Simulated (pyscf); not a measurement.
**Four-centre exchange: `[CH4]` + `[SH][Zn]` [doublet] → `[CH3][Zn]` [doublet] + `[SH2]`**

Gas phase, doublet surface, charge 0. Bonds broken: C1–H7, Zn2–S3. Bonds formed: C1–Zn2, S3–H7. Optimised with ωB97X-D3(BJ)/def2-SVP in PySCF.

Transition state (Å):

```xyz
8

C      0.6904    -0.6959     0.0040
Zn    -1.3533     0.0269     0.1419
S     -0.9898    -0.2849     2.6154
H      0.5201    -1.5282    -0.7012
H      1.1471     0.1434    -0.5483
H      1.4596    -1.0526     0.7132
H     -0.0185    -0.5531     1.3809
H     -0.5513     0.9852     2.7354
```

One imaginary mode, 1361i cm⁻¹; descent along it reached the two sides named.

| bond | change | reactant side (Å) | saddle | product side |
|---|---|---|---|---|
| C1–H7 | breaks | 1.099 | 1.555 | 3.2 |
| Zn2–S3 | breaks | 2.254 | 2.519 | 3.0 |
| C1–Zn2 | forms | 3.4 | 2.172 | 2.012 |
| S3–H7 | forms | 3.0 | 1.594 | 1.347 |

Electronic energies relative to the separated reactants (eV):

| level | barrier | reaction energy | reverse barrier |
|---|---|---|---|
| ωB97X-D3(BJ)/def2-TZVP | 2.07 | +1.40 | 0.67 |
| PBE/def2-TZVP | 1.80 | +1.28 | 0.51 |
| r²SCAN/def2-TZVP | 1.83 | +1.34 | 0.49 |
| B3LYP-D3(BJ)/def2-TZVP | 2.05 | +1.32 | 0.73 |
| PBE0-D3(BJ)/def2-TZVP | 1.87 | +1.33 | 0.54 |
| M06-2X/def2-TZVP | 2.00 | +1.38 | 0.62 |
| ωB97M-D3(BJ)/def2-TZVP | 2.07 | +1.29 | 0.78 |
| HF/def2-TZVP | 2.86 | +1.49 | 1.37 |

With ωB97M-D3(BJ)/def2-TZVP energies and thermal terms (ideal gas, 1 atm, RRHO with modes under 100 cm⁻¹ raised to 100, one conformer, R ln 2 for chiral ones without a mode under 150 cm⁻¹), in eV:

| T (K) | ΔH‡ | ΔG‡ | ΔH | ΔG |
|---|---|---|---|---|
| 298 | 1.94 | 2.33 | +1.20 | +1.18 |
| 600 | 1.97 | 2.72 | +1.21 | +1.16 |
| 900 | 2.02 | 3.08 | +1.23 | +1.13 |
| 1200 | 2.06 | 3.43 | +1.24 | +1.10 |

One saddle was located; it need not be the lowest between these sides. Elements up to Kr have no core potential and no relativistic terms here.
